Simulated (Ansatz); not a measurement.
# BH3O2: how energies converge with the basis set

How large a basis does BH3O2 need? Two functionals and correlated methods are run in growing sets.

The runs use Ansatz 0.2.0, Gaussian basis; one geometry, several basis sets.

Plan: PBE0-D4/def2-SVP; ωB97M-V/def2-SVP; PBE0-D4/def2-QZVPP; ωB97M-V/def2-QZVPP; CCSD(T)/cc-pV(D+d)Z; CCSD(T)/cc-pV(T+d)Z; CCSD(T)/cc-pV(Q+d)Z; the functionals' def2-TZVPP values are taken from earlier runs.

## 1. Structure used throughout

An earlier PBE0-D4 in a triple-zeta def2 set relaxation fixed the geometry.

SMILES `OBO`, 6 atoms, charge 0, spin multiplicity 1.

Atoms are counted from 1 here; the program's logs count them from 0.

Bond lengths: O1–B2 1.356 Å, O1–H4 0.958 Å, B2–O3 1.356 Å, B2–H5 1.205 Å, O3–H6 0.958 Å. Angles: B2–O1–H4 112.7°, O1–B2–O3 116.8°, O1–B2–H5 121.6°, O3–B2–H5 121.6°, B2–O3–H6 112.7°.

## 2. PBE0-D4 in def2-SVP

in.yaml

```yaml
crystal:
  periodic: [false, false, false]
  atoms:
    - {symbol: O, position_ang: [-1.176211, -0.524494, -0.251839]}
    - {symbol: B, position_ang: [0.049477, 0.028108, -0.072891]}
    - {symbol: O, position_ang: [0.580607, -0.053848, 1.172455]}
    - {symbol: H, position_ang: [-1.494726, -0.433523, -1.150617]}
    - {symbol: H, position_ang: [0.637775, 0.565587, -0.976143]}
    - {symbol: H, position_ang: [1.445180, 0.354069, 1.232835]}
basis:
  gaussian: {orbitals: def2-SVP}
hamiltonian: {xc: pbe0, dispersion: d4}
output: {orbitals: {seedname: orbitals}}
```

The run is started by

```sh
$ ansatz run in.yaml --threads 2 --pin off --events-out ev --progress --plain --max-ram 32768MiB --backend cpu
```

After this run come: ωB97M-V in def2-SVP; PBE0-D4 in def2-QZVPP; ωB97M-V in def2-QZVPP; CCSD(T) in cc-pV(D+d)Z; CCSD(T) in cc-pV(T+d)Z; CCSD(T) in cc-pV(Q+d)Z.

**Question.** What will the summary of the whole plan be? Wanted: MP2 correlation recovered, cc-pV(D+d)Z; MP2 correlation recovered, cc-pV(T+d)Z; MP2 correlation recovered, cc-pV(Q+d)Z; CCSD(T) limit from def2 sets; PBE0-D4: double and triple zeta above quadruple; ωB97M-V: double and triple zeta above quadruple.

As calculated:

| quantity | value |
| --- | --- |
| MP2 correlation recovered, cc-pV(D+d)Z | 69.5 % |
| MP2 correlation recovered, cc-pV(T+d)Z | 88.3 % |
| MP2 correlation recovered, cc-pV(Q+d)Z | 95.1 % |
| CCSD(T) limit from def2 sets (earlier runs) less the limit of this series | 12 meV |
| PBE0-D4: double and triple zeta above quadruple | 6.12, 0.29 eV |
| ωB97M-V: double and triple zeta above quadruple | 6.26, 0.28 eV |

In words: For PBE0-D4 the step from double to triple zeta gains 5.82 eV and the next only 0.29 eV. In cc-pV(D+d)Z MP2 holds 70 % of its limit, in cc-pV(Q+d)Z 95 %, while Hartree-Fock is within 0.118 eV in the largest set. A limit from the def2 sets, made apart, differs by 12 meV, a least measure of the doubt on such a limit. These are total energies; as a rule much of such shifts cancels in differences, which this series doesn't test. The LUMO of ωB97M-V is positive and keeps falling with the basis (3.47 to 1.72 eV): an unbound level that the basis holds in place.
